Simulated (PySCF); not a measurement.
# Dipole moment and polarisability of `CC(C)(C)Cl`

C₄H₉Cl.
Structure used (GFN2-xTB), in Å, numbered top down from 1:
```
atom  x, y, z in Å
C1    -0.9796   -1.0777   -0.0578
C2     0.0213    0.0003    0.3319
C3    -0.4532    1.3818   -0.0947
C4     1.4099   -0.3051   -0.2107
Cl5    0.1364    0.0041    2.1404
H6    -1.0771   -1.1108   -1.1412
H7    -1.9554   -0.8686    0.3739
H8    -0.6492   -2.0525    0.2926
H9    -1.4305    1.5984    0.3300
H10   -0.5263    1.4247   -1.1796
H11    0.2448    2.1457    0.2386
H12    1.3845   -0.3104   -1.2989
H13    1.7509   -1.2778    0.1356
H14    2.1228    0.4475    0.1177
```

Level: CAM-B3LYP/def2-SVPD (PySCF), static field, nuclei fixed, core orbitals frozen in the response. The polarisability tensor in these axes (au):

```
x   61.47  0.00  0.50
y    0.00 61.43  0.02
z    0.50  0.02 69.35
```

**Question.** What are the eigenvalues, a third of the trace, and Δα (Δα² = ½Σ(αi − αj)² over the three pairs)?

**Answer.** Principal values 61.43, 61.43 and 69.38 au; mean 64.08 au = 9.50 Å³ = 10.57 × 10⁻⁴⁰ C²·m²/J; Δα = 7.95 au (12 % of the mean).

**Question.** What is the dipole moment, and where does it point?

**Answer.** (-0.15, 0.00, -2.29) D, 2.30 D in size, pointing from the negative to the positive side. Measured along this direction, the outermost atoms are Cl5 at the negative end and H12, H6 and H10 at the positive end.

**Question.** What are the principal values of the traceless quadrupole moment, Θ = ½Σq(3rr − r²1), about the centre of nuclear charge?

**Answer.** -2.04, 1.02, 1.02 D·Å. The values depend on the origin, since the dipole doesn't vanish. The electronic extent ⟨r²⟩ about the same centre is 566 bohr², a root-mean-square distance of 1.78 Å for the 50 electrons.

**Question.** Estimate the molar refractivity from the static electronic polarisability.

**Answer.** Lorentz–Lorenz: R = (4π/3)N_A α = 2.5225 cm³/(mol·Å³) × 9.50 Å³ = 24.0 cm³/mol, in the limit of long wavelengths.

**Question.** What would n − 1 = 2πNα be for an ideal gas of these molecules at 400 K and 1 atm, electronic part alone?

**Answer.** N = p/kT = 1.8347 × 10¹⁹ cm⁻³, so n − 1 = 2π × N × 9.50 × 10⁻²⁴ cm³ = 1095 × 10⁻⁶ at long wavelengths.

Isolated species at its GFN2-xTB geometry, gas phase.

These values come from a run that also computed excited states. Time: 24 s. Hardware: an x86-64 server with one thread, shared host.
